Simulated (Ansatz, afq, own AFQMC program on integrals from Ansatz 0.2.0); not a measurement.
# Where AFQMC and coupled cluster stand for AlNH$_{2}$, triplet

```
atom   x (Å)    y (Å)    z (Å)
  Al  0.0000   0.0000   0.6865
   N  0.0000   0.0000  -1.0849
   H  0.0000   0.8334  -1.6498
   H  0.0000  -0.8334  -1.6498
```

Connectivity, by distances: Al–NH2.

Basis cc-pVDZ. Only valence electrons are correlated. Integrals, coupled cluster, full CI and functionals: Ansatz 0.2.0; the random walks run on the same integrals in our own AFQMC program. The CISD trial takes its coefficients from CCSD amplitudes. Released means that phaseless walkers are propagated on without the constraint, phases kept. ± is one standard error of the sampling.

Determinant: UHF, the one that the program's search chose, which needn't be the lowest solution. The geometry is a PBE0/def2-TZVP stationary point of this or a neighbouring charge and spin state.

No full CI on the walks' own integrals is used here; CCSDT(Q) serves as the reference and is uncertain by about the last step of the cluster series.

Cautions: another spin lies lower (by 2.44 eV).

```
T1 diagnostic                               : 0.0197
weight of the determinant in the CISD state : 0.911
⟨S²⟩ of the determinant                     : 2.005
size of the correlated space                : 10 electrons in 36 orbitals
```

```tsv
level	correlation energy (eV)
MP2	-5.5407
CCSD	-5.9635
CCSD(T)	-6.1294
```

Task: Estimate where AFQMC with the constraint released lies against CCSD(T) on the same integrals.

Result: 1.24 ± 0.13 mEh below CCSD(T).

Reference: CCSDT(Q), correlation energy -6.163 eV. The released energy is read at 2.40 1/Eh (meV from the phaseless value at times in 1/Eh: 3 ± 4 at 0.24, -7 ± 7 at 0.51, -1 ± 3 at 0.99, -9 ± 3 at 1.62, -3 ± 4 at 2.40).

```
         level  E − E(reference) (mEh)  share of correlation (%)
       CCSD(T)                    1.22                     99.46
         CCSDT                    0.63                     99.72
   ph-AFQMC/HF            -1.27 ± 0.90                    100.56
 ph-AFQMC/CISD             0.09 ± 0.17                     99.96
released AFQMC            -0.02 ± 0.13                    100.01
```

A walk keeps the symmetry of its determinant, which the program's search chose and which needn't be the lowest solution, so a lower state of the same spin and another symmetry isn't excluded. Released energies are given only where the last usable release times agree within the noise; a slower fall can still hide under it.
